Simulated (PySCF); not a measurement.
Rigid-rotor lines calculated for a species of formula C5H11Cl (commonest isotopes; PBE0-D3(BJ)/def2-SVP geometry optimisation, gas phase in PySCF), labelled J(Ka,Kc):

| transition | MHz |
| --- | --- |
| 2(0,2) ← 1(0,1) | 5431.5 |
| 2(1,2) ← 1(1,1) | 5139.4 |
| 1(0,1) ← 0(0,0) | 2728.2 |
| 2(1,1) ← 1(1,0) | 5773.2 |
| 1(1,1) ← 0(0,0) | 5599.5 |

Task: Find the rotational constants.

Result: 1(0,1) ← 0(0,0) is B + C, 2(1,1) ← 1(1,0) is 3B + C and 2(1,2) ← 1(1,1) is B + 3C, so B − C is half the difference of the last two, 316.9 MHz. 1(1,1) ← 0(0,0) is A + C. A = 4393.8, B = 1522.5, C = 1205.6 MHz.

Task: What moments of inertia, asymmetry and inertial defect follow?

Result: I = 505379 MHz·u·Å² over each constant: Ia = 115.02, Ib = 331.93, Ic = 419.19 u·Å²; κ = (2B − A − C)/(A − C) = -0.801 (asymmetric top); Δ = Ic − Ia − Ib = -27.77 u·Å².

Task: Which dipole components do these lines need?

Result: μa and μb (a-type: ΔKa even, ΔKc odd; b-type: both odd). The calculation gives |μa| = 0.78 D, |μb| = 1.74 D, |μc| = 0.41 D.

Task: Predict further lines from these constants: 2(2,0) ← 1(1,1); 3(1,2) ← 3(1,3); 3(2,1) ← 3(1,2); 2(0,2) ← 1(1,1); 2(2,1) ← 1(1,1); 3(3,1) ← 3(2,1); 3(3,0) ← 2(2,1); 3(2,1) ← 2(1,1); 2(1,2) ← 2(0,2); 3(1,2) ← 2(0,2); 3(1,2) ← 3(0,3); 1(1,0) ← 0(0,0); 1(1,0) ← 1(1,1); 2(2,1) ← 1(1,0).

Result: 
| transition | MHz | type | branch |
| --- | --- | --- | --- |
| 1(1,0) ← 1(1,1) | 317 | a | Q |
| 3(1,2) ← 3(1,3) | 1900 | a | Q |
| 2(0,2) ← 1(1,1) | 2560 | b | R |
| 2(1,2) ← 2(0,2) | 2579 | c | Q |
| 3(1,2) ← 3(0,3) | 4087 | b | Q |
| 1(1,0) ← 0(0,0) | 5916 | c | R |
| 3(2,1) ← 3(1,2) | 8278 | b | Q |
| 3(1,2) ← 2(0,2) | 12174 | c | R |
| 2(2,1) ← 1(1,0) | 14387 | b | R |
| 2(2,1) ← 1(1,1) | 14704 | c | R |
| 2(2,0) ← 1(1,1) | 14729 | b | R |
| 3(3,1) ← 3(2,1) | 15041 | c | Q |
| 3(2,1) ← 2(1,1) | 16921 | c | R |
| 3(3,0) ← 2(2,1) | 23349 | b | R |

Task: Which structure gave them?

Result: 2-chloropentane, `CCC[C@@H](C)Cl`, point group C1. Three constants can't fix a structure by themselves; this is the one that was computed:
```
atom  x, y, z in Å
C1     2.526   -0.852   -0.053
C2     1.307   -1.068    0.828
C3    -0.005   -0.881    0.083
C4    -1.255   -1.067    0.923
C5    -2.536   -0.770    0.175
Cl6   -1.329   -2.767    1.549
H7     3.461   -0.999    0.508
H8     2.534   -1.555   -0.902
H9     2.547    0.168   -0.471
H10    1.326   -2.083    1.259
H11    1.338   -0.374    1.687
H12   -0.048    0.141   -0.339
H13   -0.054   -1.571   -0.778
H14   -1.191   -0.446    1.830
H15   -2.537    0.279   -0.163
H16   -3.415   -0.930    0.814
H17   -2.628   -1.418   -0.709
```

The values belong to one conformer (point group C1) with, in the numbering `[CH3:1][CH2:2][CH2:3][C@@H:4]([CH3:5])[Cl:6]`, C1–C2–C3–C4 -179°, C2–C3–C4–C5 176°. PBE0-D3(BJ)/def2-SVP frequencies: not computed here. Constants of a rigid frame at the computed geometry: no zero-point averaging, no centrifugal distortion. A rigid rotor knows nothing of internal rotation, which can split or shift real lines. Quadrupole hyperfine structure (35Cl) is left out.
